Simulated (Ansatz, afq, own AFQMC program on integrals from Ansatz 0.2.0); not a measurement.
# Where AFQMC and coupled cluster stand for NaC, quartet

```yaml
atoms:
  - { symbol: C, position_ang: [0.0000, 0.0000, 0.0000] }
  - { symbol: Na, position_ang: [0.0000, 0.0000, 2.2288] }
```

Basis cc-pVDZ. Only valence electrons are correlated. Integrals, coupled cluster, full CI and functionals: Ansatz 0.2.0; the random walks run on the same integrals in our own AFQMC program. ph-AFQMC/CISD is guided by a CISD state made of CCSD amplitudes; releasing the constraint for a short imaginary time cuts its bias at the price of noise, slowly where states lie close. Free projection: walkers drawn from exp(T), propagated without any constraint. Its projection time is finite, and what remains of the start isn't in its error. Uncertainties: one standard error, sampling alone.

Determinant: UHF, the one that the program's search chose, which needn't be the lowest solution. The geometry is a point of a scan.

Full CI on the same integrals is exact in this basis and with this determinant's frozen core.

Cautions: lower spins were not checked.

```
T1 diagnostic                               : 0.0238
weight of the determinant in the CISD state : 0.945
⟨S²⟩ of the determinant                     : 3.755
size of the correlated space                : 5 electrons in 26 orbitals
```

Reference: full CI, correlation energy -2.492 eV. The released energy is read at 2.40 1/Eh (meV from the phaseless value at times in 1/Eh: -3.6 ± 1.3 at 0.24, -5.6 ± 1.3 at 0.51, -8.5 ± 1.9 at 0.99, -10.0 ± 1.6 at 1.62, -9.4 ± 1.7 at 2.40).

| level | E − E(reference) (meV) | share of correlation (%) |
| --- | --- | --- |
| HF | 2492.4 | 0.00 |
| MP2 | 539.9 | 78.34 |
| CCSD | 65.6 | 97.37 |
| CCSD(T) | 17.0 | 99.32 |
| CCSDT | 3.8 | 99.85 |
| CCSDT(Q) | 0.3 | 99.99 |
| CCSDTQ | 0.0 | 100.00 |
| ph-AFQMC/HF | 61.0 ± 16.7 | 97.55 |
| ph-AFQMC/CISD | 10.5 ± 3.2 | 99.58 |
| released AFQMC | 1.1 ± 1.7 | 99.95 |
| free AFQMC | -0.4 ± 0.7 | 100.01 |

CCSDT and higher add their correlation energy to the determinant of the CCSD(T) run, since their own runs factorise the integrals more tightly (a shift of under 2 meV). Free projections are given only where their last times agree within the noise and don't stop above the reference; a slow remainder of the start can still hide under it. A walk keeps the symmetry of its determinant, which the program's search chose and which needn't be the lowest solution, so a lower state of the same spin and another symmetry isn't excluded. Released energies are given only where the last usable release times agree within the noise; a slower fall can still hide under it.
